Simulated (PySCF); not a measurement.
# C3H4: magnetic properties

An exercise on one series of results from a longer session: the logs are not shown, and one member is left open.

Computed with PySCF 2.14.0 and routines of our own; the level stands in each step. Atoms count from 0.

## The starting structure

7 atoms, charge 0, multiplicity 1; geometry from: GFN2-xTB.

The first run:

The job: settings as JSON, then the geometry in Å.

```
{"job": {"xc": "PBE0", "basis": "def2-SVP", "d3": "d3bj", "grid": 1, "kind": "geom"}, "charge": 0, "multiplicity": 1}
C     -1.293069    -0.002339     0.003280
C      0.000387     0.000064    -0.003531
C      1.293966     0.003548    -0.010953
H     -1.857849     0.621929     0.677129
H     -1.862806    -0.628697    -0.664373
H      1.855612     0.677738    -0.637488
H      1.867094    -0.667338     0.608858
```

Started as:

```console
> OMP_NUM_THREADS=1 python excited_run.py task.json out
```

The driver reads the jobs from task.json and runs them one after another.

Among the steps run: Geometry optimisation at PBE0-D3(BJ)/def2-SVP; Magnetic properties: GIAO revPBE/pcSseg-2; Magnetic properties: GIAO PW91/pcSseg-2; Magnetic properties: GIAO B3LYP/pcSseg-2; Magnetic properties: GIAO X3LYP/pcSseg-2; Magnetic properties: GIAO PBE0/pcSseg-2; Magnetic properties: GIAO mPW1PW91/pcSseg-2.

One table of the session follows, with a row left open; its other results are not shown here.

```
                 level  gap (eV)
  GIAO revPBE/pcSseg-2      5.74
    GIAO PW91/pcSseg-2      5.72
   GIAO B3LYP/pcSseg-2         ?
   GIAO X3LYP/pcSseg-2      7.57
    GIAO PBE0/pcSseg-2      7.90
GIAO mPW1PW91/pcSseg-2      7.91
```

Estimate the missing values for GIAO B3LYP/pcSseg-2.

**Answer.** gap (eV): 7.43. In the column «gap (eV)» it lies between GIAO revPBE/pcSseg-2 (5.74) and GIAO X3LYP/pcSseg-2 (7.57).

Caveats from the session: Vibrational averaging and real surroundings are missing from these values.
